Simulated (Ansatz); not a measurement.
A made-up structure of SiNH₂S, doublet:

```json
{"atom": "N1", "x (Å)": "-1.1065", "y (Å)": "-0.4721", "z (Å)": "-0.1949"}
{"atom": "Si2", "x (Å)": "0.4110", "y (Å)": "0.0266", "z (Å)": "0.3039"}
{"atom": "S3", "x (Å)": "1.2091", "y (Å)": "1.6856", "z (Å)": "-0.3653"}
{"atom": "H4", "x (Å)": "1.3457", "y (Å)": "-0.2130", "z (Å)": "1.3457"}
{"atom": "H5", "x (Å)": "0.9024", "y (Å)": "-0.8094", "z (Å)": "1.4178"}
```

It is relaxed with PBE-D4/def2-SVP and then PBE0-D4/def2-TZVP (Ansatz 0.2.0). Atoms count as bonded within 1.22 times the sum of their covalent radii (H–H: 0.88 Å). The end point is not checked to be a true minimum.

(1) Does its bonding change? (A judgement: the text doesn't fix the answer.)

## Answers

(1) By the calculation: Yes. Formed: none; broken: Si2–H4, Si2–H5.

Where it ends: The first stage lowers the energy by 2.43 eV in 24 steps. It ends as a complex of SiNS + H₂:
```json
{"atom": "N1", "x (Å)": "-0.9772", "y (Å)": "-0.6245", "z (Å)": "-0.0409"}
{"atom": "Si2", "x (Å)": "0.0882", "y (Å)": "0.5901", "z (Å)": "-0.2857"}
{"atom": "S3", "x (Å)": "1.2949", "y (Å)": "2.0467", "z (Å)": "-0.6302"}
{"atom": "H4", "x (Å)": "1.4877", "y (Å)": "-0.6910", "z (Å)": "1.7828"}
{"atom": "H5", "x (Å)": "0.8681", "y (Å)": "-1.1035", "z (Å)": "1.6811"}
```

For scale, one of the runs: PBE0-D4/def2-TZVP relaxation, 117 basis functions, launched by `ansatz run in.yaml --threads 2 --pin off --events-out ev --progress --plain --max-ram 4352MiB`. Hardware: 2 CPU threads of an Arm Neoverse V2, shared host. Wall time about 81 s.
